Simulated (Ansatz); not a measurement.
in.yaml

```yaml
crystal:
  periodic: [false, false, false]
  atoms:
    - {symbol: B, position_ang: [0.000000, 0.000000, 0.177604]}
    - {symbol: Be, position_ang: [0.000000, 0.000000, -1.635209]}
    - {symbol: H, position_ang: [0.000000, 0.000000, 1.457604]}
basis:
  gaussian: {orbitals: cc-pVDZ}
magnetization: {spin_polarized: true, initial_magnetization: 2}
hamiltonian: {xc: {name: B2PLYP}}
correlation: {electrons: outside_noble_gas}
```

```sh
$ ansatz run in.yaml --threads 1 --pin off --events-out ev --progress --plain --max-ram 2393MiB
```

(1) Roughly how long does this take on 1 thread of Arm Neoverse V2, shared host, and how much host memory?

```
307 factors; integrals over basis functions are off by at most 1.1e-3 eV
mean field evaluation 1: about -1083.5639 eV, gradient 1.3e1 eV
mean field evaluation 2: about -1083.5796 eV, gradient 1.3e1 eV
mean field evaluation 4: about -1085.5606 eV, gradient 1.2e0 eV
mean field evaluation 8: about -1085.6166 eV, gradient 1.3e-1 eV
mean field evaluation 16: about -1085.6183 eV, gradient 3.4e-4 eV
mean field evaluation 32: about -1086.6207 eV, gradient 1.0e-3 eV
mean field -1086.62071978 eV, -39.9325749140 hartree, gradient 3.2e-6 eV, S^2 2.004777; 6 other end points of the search recorded, 0 dependent functions left out
2 core orbitals not correlated: weight in the atoms' cores, before any rotation towards them, 1.000 or more for the frozen orbitals, at most 0.000 for the correlated occupied ones
reference -1086.62083758 eV, -39.9325792429 hartree; 4, 2 occupied and 27, 29 virtual orbitals, 307 factors
second order -2.63009286 eV of doubles, -0.00000000 eV of singles
Total energy: -1087.33096265 eV, -39.9586758580 hartree
```

## Answers

(1) 1.5 s wall and 0.14 GiB.
